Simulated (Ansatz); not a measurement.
# CH2 (triplet): from Hartree-Fock to the top rungs at a displaced geometry (v1), cc-pVDZ

How much of the correlation energy of CH2 (triplet) does each wave-function method recover here?

Method: cc-pVDZ, core rule «outside noble gas», up to 1 orbitals frozen; program: Ansatz 0.2.0, Gaussian basis.

To be run: UHF; CCSD(T) on ROHF; CCSD(T) on UHF; BCCD(T) on ROHF; CISD as a restricted active space (open shells left free, so some higher excitations enter); CCSDT(Q) on ROHF; CCSDT(Q) on UHF; CCSDTQ on ROHF; CASSCF and MRCISD+Q, 6 electrons in 6 orbitals; CASSCF and NEVPT2, 6 electrons in 6 orbitals; Full CI.

25 further runs of the same task are left out: 6 that didn't finish, 19 set aside as unsound or not needed. Runs told in other sessions of the task aren't counted.

## (1) What is computed

The geometry is a PBE0/def2-TZVP stationary point (not a proven minimum) with its atoms shifted at random (size 0.040 Å).

3 atoms, charge 0, spin multiplicity 3.

Atoms are counted from 1 here; the program's logs count them from 0.

Bond lengths: C1–H2 1.083 Å, C1–H3 1.049 Å. Angles: H2–C1–H3 132.5°.

Geometry (Å):

| atom | x (Å) | y (Å) | z (Å) |
| --- | --- | --- | --- |
| C1 | -0.0033 | -0.0615 | 0.0047 |
| H2 | -0.0042 | 0.3368 | -1.0026 |
| H3 | 0.0438 | 0.3961 | 0.9471 |

## (2) UHF

in.yaml

```yaml
crystal:
  periodic: [false, false, false]
  atoms:
    - {symbol: C, position_ang: [-0.003327, -0.061509, 0.004665]}
    - {symbol: H, position_ang: [-0.004160, 0.336817, -1.002649]}
    - {symbol: H, position_ang: [0.043804, 0.396127, 0.947060]}
basis:
  gaussian: {orbitals: cc-pVDZ}
magnetization: {spin_polarized: true, initial_magnetization: 2}
hamiltonian: {xc: hf}
output: {orbitals: {seedname: orbitals}}
```

On the command line:

```
$ ansatz run in.yaml --threads 1 --pin off --events-out ev --progress --plain --max-ram 2393MiB
```

After this run come: CCSD(T) on ROHF; CCSD(T) on UHF; BCCD(T) on ROHF; CISD as a restricted active space (open shells left free, so some higher excitations enter); CCSDT(Q) on ROHF; CCSDT(Q) on UHF; CCSDTQ on ROHF; CASSCF and MRCISD+Q, 6 electrons in 6 orbitals; CASSCF and NEVPT2, 6 electrons in 6 orbitals; Full CI.

Before running them: what should the planned runs give, taken together? Wanted: FCI from the RHF energy; RMP2 from FCI; UMP2 from FCI; RCCSD from FCI; RCCSD(T) from FCI; UCCSD(T) from FCI; RCCSDT(Q) from FCI; UCCSDT(Q) from FCI; NEVPT2 valence from FCI.

As calculated:

```
                         quantity                                                                                         value
          FCI from the ROHF energy                                                                                    -3.2565 eV
                    RMP2 from FCI                                                                                    +614.0 meV
                    UMP2 from FCI                                                                                    +600.2 meV
                   RCCSD from FCI                                                                                     +59.2 meV
                RCCSD(T) from FCI                                                                                     +11.9 meV
                UCCSD(T) from FCI                                                                                     +11.0 meV
               RCCSDT(Q) from FCI                                                                                      +0.1 meV
               UCCSDT(Q) from FCI                                                                                      -0.8 meV
          NEVPT2 valence from FCI                                                                                    +512.8 meV
        MRCISD+Q valence from FCI                                                                                      +4.1 meV
levels within 1 kcal/mol (43 meV)  RCCSD(T), UCCSD(T), BCCD(T), RCCSDT, UCCSDT, RCCSDT(Q), UCCSDT(Q), RCCSDTQ, MRCISD+Q valence
                    T1 diagnostic                                                                                         0.020
   effectively unpaired electrons                                                                                          2.02
```

What this shows: RCCSD(T) lands +11.9 meV from the yardstick (0.4 % of the correlation energy). One determinant dominates. Of the multireference levels listed MRCISD+Q valence comes nearest in total energy (+4.1 meV), which doesn't show that its space is the better one. These misses are within one basis, not against nature; the frozen cores of restricted and unrestricted runs differ, which can shift their rows.

Levels on UHF freeze UHF's core orbitals, full CI those of ROHF, so the U rows can settle a little off it for that reason alone.

With open shells the CI space here admits some higher excitations, so it is larger than plain CISD.
